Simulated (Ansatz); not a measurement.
Compare A (`CC1=C(F)NC1`) with its isomer B (`CNC#CCF`).

Gas-phase electronic energies from Ansatz, PBE0-D4/def2-TZVP geometries. CBS: MP2 limit from def2 TZ/QZ plus the TZ coupled-cluster correction, frozen cores. Functionals use def2-TZVPP. B3LYP here is the variant with VWN-RPA as its local correlation; programs differ in this.

A:

Z-matrix (Å, degrees):
```
C
N 1 1.503
C 1 1.515 2 88.4
C 1 1.953 2 45.6 3 3.6
H 1 1.093 2 112.6 3 117.5
H 1 1.092 2 111.4 3 -117.8
H 2 1.017 1 114.4 3 -119.2
C 3 1.475 1 134.7 2 -168.6
F 4 1.318 2 123.3 1 -179.6
H 8 1.094 3 111.8 1 -64.6
H 8 1.091 3 110.6 1 175.3
H 8 1.095 3 111.6 1 55.4
```

B:

```xyz
12

C     1.5097   -1.4639   -0.9190
N     0.1703   -0.9546   -1.1522
C    -0.3519   -0.0718   -0.3077
C    -0.8268    0.6931    0.4969
C    -1.4013    1.6100    1.4462
F    -0.8449    2.8850    1.3705
H     1.6995   -2.2892   -1.6061
H     1.5730   -1.8451    0.1002
H     2.2835   -0.7001   -1.0541
H    -0.0873   -0.8355   -2.1193
H    -1.2467    1.2531    2.4694
H    -2.4770    1.7190    1.2753
```

Which isomer does CCSD(T)/CBS put lower? Give the gap. (Estimate.)

The calculation gave: A, by 58.8 kJ/mol.

Give E(B) − E(A) in kJ/mol with CCSD(T)/def2-TZVPP, MP2/def2-TZVPP, B3LYP, CCSD/def2-TZVPP, HF/def2-TZVPP, ωB97M-V, B2PLYP. (Estimate.)

Ansatz gave: CCSD(T)/def2-TZVPP 60.7, MP2/def2-TZVPP 60.1, B3LYP 37.4, CCSD/def2-TZVPP 56.9, HF/def2-TZVPP 29.2, ωB97M-V 61.2, B2PLYP 43.3. None reverses the order clearly.

Largest T1 diagnostic: 0.012.

In def2-TZVPP, CCSD(T) changes the Hartree–Fock value by +31.4 kJ/mol (the triples alone add +3.8 kJ/mol) and MP2 by +30.9 kJ/mol. From PBE to PBE0 (25 % exact exchange), in def2-TZVPP and without D4, E(B) − E(A) moves by +5.8 kJ/mol.
